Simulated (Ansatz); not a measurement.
# C2H5S: the cost of one run

Program: Ansatz 0.2.0, driven from Python. The levels of theory stand in the script. These are calculated values, not measurements.

**1. The system**

Bond lengths: C1–C2 1.430 Å, C2–S3 1.801 Å, C1–H4 1.105 Å, C1–H5 1.095 Å, C2–H6 1.111 Å, C2–H7 1.106 Å, S3–H8 1.292 Å. Angles: C1–C2–S3 109.0°, C1–C2–H6 110.9°, C1–C2–H7 109.8°, S3–C2–H6 110.0°, S3–C2–H7 109.7°, H6–C2–H7 107.3°, C2–C1–H4 118.0°, C2–C1–H5 125.0°, H4–C1–H5 115.8°, C2–S3–H8 96.3°.

The script holds or builds the structure itself.

**2. Script**

Contents of composite_c2h5s.py:

```python
"""Relax C2H5S cheaply, then refine its energy."""

import ansatz as az
import numpy as np

GEOMETRY = """
C    -0.53430    0.25330   -0.78870
C     0.59930    0.11810    0.07220
S     0.02840   -0.22810    1.74500
H    -1.24320    1.07700   -0.58870
H    -0.66140   -0.26360   -1.74520
H     1.21470    1.04300    0.06420
H     1.24260   -0.70900   -0.28120
H    -0.55380   -1.34780    1.46650
"""

c2h5s = az.Crystal.molecule()
for line in GEOMETRY.strip().splitlines():
    symbol, *xyz = line.split()
    c2h5s = c2h5s.atom(symbol, [float(v) for v in xyz])

job = (
    c2h5s.calculation()
    .basis(gaussian="def2-SVP")
    .functional("r2scan")
    .spin("collinear", total=1)
)
symbols = [site.symbol for site in c2h5s.cartesian_sites]
start = np.array([site.position_ang for site in c2h5s.cartesian_sites], dtype=float)
data = job.relax(force_tolerance=0.01, max_steps=100).run(threads=1).report
end = np.array(data["positions_ang"])
print("final positions (A) and the move of each atom")
for symbol, xyz, old in zip(symbols, end, start):
    print(f"{symbol:2s} {xyz[0]:10.5f} {xyz[1]:10.5f} {xyz[2]:10.5f}   {np.linalg.norm(xyz - old):7.4f}")

minimum = az.Crystal.molecule()
for symbol, place in zip(symbols, end):
    minimum = minimum.atom(symbol, place.tolist())
at_minimum = minimum.calculation().spin("collinear", total=1)
# MP2 extrapolated to the basis limit, plus the small-basis difference CCSD(T) - MP2
level = lambda method, basis: at_minimum.basis(gaussian=basis).correlation(method).run(threads=1).report
small, large, cluster = level("mp2", "cc-pVDZ"), level("mp2", "cc-pVTZ"), level("ccsd_t", "cc-pVDZ")
corr = lambda each: (each["free_energy_ev"] - each["reference_energy_ev"]) / 27.211386246
mp2_limit = (27 * corr(large) - 8 * corr(small)) / 19
pieces = {"HF / cc-pVTZ": large["reference_energy_ev"] / 27.211386246, "MP2 correlation, DZ-TZ limit": mp2_limit, "CCSD(T) - MP2 / cc-pVDZ": corr(cluster) - corr(small)}
for name, value in pieces.items():
    print(f"{name:32s} {value:14.6f} Ha")
print(f"{'sum':32s} {sum(pieces.values()):14.6f} Ha")
print("T1 diagnostic", round(cluster["correlation"]["coupled_cluster"]["t1_diagnostic"], 4))
```

**3. What the engine is handed**

The engine receives this input (first run):

```yaml
crystal:
  periodic: [false, false, false]
  atoms:
    - { symbol: C, position_ang: [-0.5343, 0.2533, -0.7887] }
    - { symbol: C, position_ang: [0.5993, 0.1181, 0.0722] }
    - { symbol: S, position_ang: [0.0284, -0.2281, 1.745] }
    - { symbol: H, position_ang: [-1.2432, 1.077, -0.5887] }
    - { symbol: H, position_ang: [-0.6614, -0.2636, -1.7452] }
    - { symbol: H, position_ang: [1.2147, 1.043, 0.0642] }
    - { symbol: H, position_ang: [1.2426, -0.709, -0.2812] }
    - { symbol: H, position_ang: [-0.5538, -1.3478, 1.4665] }
basis:
  gaussian:
    orbitals: def2-SVP
hamiltonian:
  xc: r2scan
magnetization:
  spin_polarized: true
  initial_magnetization: 1.0
relax:
  f_tol: 0.01
  max_steps: 100
```

**4. The run**

Started as:

```console
> python composite_c2h5s.py
```

**Question.** How long does this script take on 1 thread of Arm Neoverse V1, shared host, and how much memory does it need?

About 81 s, with a peak of 0.41 GiB.
